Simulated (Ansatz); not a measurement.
Reaction (SMILES): F[CH2] (CH2-F) → C atom + F atom + 2 H atom
B3LYP-D3(BJ)/def2-TZVP geometries, fixed; electronic energies without zero-point terms.

Basis-set convergence of the atomisation energy at PBE with Ansatz (a program for electronic structure). Cartesian d functions, on some or all atoms, in 6-31G*, 6-31+G*; all else is spherical. The program fits the integrals of some runs and decomposes those of others, by size. Open shells are unrestricted. No added dispersion term, no relativity. Functions are those of the species that has most. Reference: the value in aug-pcseg-3, 325.45 kcal/mol, itself unsure by roughly 0.13 kcal/mol (its mean distance from aug-cc-pVQZ, cc-pV5Z, def2-QZVPPD). Deviations are taken from unrounded values.

| basis | functions | atomisation energy (kcal/mol) |
|---|---|---|
| 6-31G* | 34 | 325.76 |
| 6-31+G* | 42 | 321.99 |
| cc-pVDZ | 38 | 320.19 |
| aug-cc-pVDZ | 64 | 320.08 |
| def2-SVP | 38 | 327.60 |
| def2-SVPD | 59 | 327.79 |
| pcseg-1 | 38 | 320.48 |
| aug-pcseg-1 | 64 | 322.34 |
| 6-311G** | 48 | 322.74 |
| 6-311+G** | 56 | 321.80 |
| def2-TZVP | 74 | 324.65 |
| def2-TZVPD | 95 | 324.82 |
| cc-pVTZ | 88 | 325.27 |
| aug-cc-pVTZ | 138 | 324.92 |
| pcseg-2 | 88 | 325.18 |
| aug-pcseg-2 | 138 | 325.55 |
| def2-TZVPP | 90 | 325.14 |
| def2-TZVPPD | 111 | 325.23 |
| cc-pVQZ | 170 | 325.67 |
| aug-cc-pVQZ | 252 | 325.51 |
| def2-QZVPP | 174 | 325.14 |
| def2-QZVPPD | 195 | 325.17 |
| pcseg-3 | 186 | 325.41 |
| aug-pcseg-3 | 268 | 325.45 |

What the diffuse functions change, pair by pair:
- 6-31G* to 6-31+G*: 8 more functions, deviation 0.31 to -3.46 kcal/mol
- cc-pVDZ to aug-cc-pVDZ: 26 more functions, deviation -5.26 to -5.37 kcal/mol
- def2-SVP to def2-SVPD: 21 more functions, deviation 2.15 to 2.34 kcal/mol
- pcseg-1 to aug-pcseg-1: 26 more functions, deviation -4.97 to -3.11 kcal/mol
- 6-311G** to 6-311+G**: 8 more functions, deviation -2.71 to -3.66 kcal/mol
- def2-TZVP to def2-TZVPD: 21 more functions, deviation -0.81 to -0.63 kcal/mol
- cc-pVTZ to aug-cc-pVTZ: 50 more functions, deviation -0.18 to -0.53 kcal/mol
- pcseg-2 to aug-pcseg-2: 50 more functions, deviation -0.28 to 0.10 kcal/mol
- def2-TZVPP to def2-TZVPPD: 21 more functions, deviation -0.31 to -0.22 kcal/mol
- cc-pVQZ to aug-cc-pVQZ: 82 more functions, deviation 0.22 to 0.06 kcal/mol
- def2-QZVPP to def2-QZVPPD: 21 more functions, deviation -0.31 to -0.29 kcal/mol
- pcseg-3 to aug-pcseg-3: 82 more functions, deviation -0.04 to 0.00 kcal/mol

Leaving out the reference's own pair, they bring the value nearer the reference by more than 0.13 kcal/mol in 4 of 11 pairs.
